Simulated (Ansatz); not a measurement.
Saddle point of BH₃S₂, closed shell (BH₃S₂ ([SH][BH][SH]) → BHS ([BH][S]) + H₂S; bonds formed: S2–H4; bonds broken: B1–S2, S3–H4), PBE0-D4/def2-TZVP structure:

```xyz
6
angstrom
B -0.6157 -0.0110 -0.5893
S 0.7535 -0.8715 0.5843
S 0.0707 1.4604 -1.1153
H 1.1773 0.4723 0.1102
H -1.6282 -0.6158 -0.7406
H 0.2423 -0.4344 1.7506
```

Energies are electronic, without zero-point energy. Barriers and step energies count from the start structure reached by relaxing down the imaginary mode; all methods use the PBE0-D4 structures, on which another method's saddle can fall below an end. Computed with Ansatz 0.2.0 (basis: def2-TZVPP, with def2-QZVPP for the basis limit); correlated methods freeze the cores. B3LYP uses VWN-RPA correlation. Extrapolation: Hartree–Fock as exp(−7.88 √X), correlation as X^−2.97.

```
      method  barrier (kJ/mol)  step energy (kJ/mol)
       SPW92             155.7                 159.6
      PBE-D4                 ?                 135.6
     BLYP-D4             174.7                 114.1
   r2SCAN-D4                 ?                 135.6
      B97M-V             192.6                 128.2
     PBE0-D4             183.9                 142.2
    B3LYP-D4             189.3                 122.2
  r2SCAN0-D4             192.3                 140.7
    BHLYP-D4             211.3                 129.8
CAM-B3LYP-D4             200.1                 128.1
     wB97X-V             202.6                 135.2
     wB97M-V             194.4                 125.7
      B2PLYP             190.6                 118.5
    PBE-QIDH             193.1                 139.2
  RPA on PBE             188.8                 111.2
          HF                 ?                 115.4
         MP2             186.1                 120.2
        CCSD             205.1                 119.8
     CCSD(T)             192.4                 117.4
```

Question: Fill in the withheld barriers. (To be estimated.)

Answer: The calculation gives: PBE-D4 165.9; HF 246.9; r2SCAN-D4 180.6 kJ/mol. Each is the energy of the saddle less that of the start structure, by the same method.

For comparison, the barrier by CCSD(T) at an estimated basis limit (MP2 extrapolated from triple and quadruple zeta, plus CCSD(T) − MP2 in triple zeta) is 188.6 kJ/mol.

The T1 diagnostic stays at or below 0.018.

Labels in which every atom is bracketed show which atoms are joined, not bond orders.

For scale, one of the runs: CCSD(T)/def2-TZVPP, 157 basis functions, launched by `ansatz run in.yaml --threads 2 --pin off --events-out ev --progress --plain --max-ram 4352MiB`. Hardware: 2 CPU threads of an Arm Neoverse N1, shared host. Wall time 24 s; peak host memory 1 GiB.
